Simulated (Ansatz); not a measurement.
Species: C₂H₃N, SMILES `CC#N` (charge 0, multiplicity 1), formula C2H3N.

Task: How many basis functions does frozen-core CCSD(T)/cc-pVTZ // B3LYP-D3(BJ)/def2-SVP in Ansatz (a first-principles code) use, how many core orbitals are frozen, and how many electrons are correlated?

Result: 132 basis functions and 3 frozen orbitals, which leaves 16 correlated electrons. Core time is of the order of seconds.
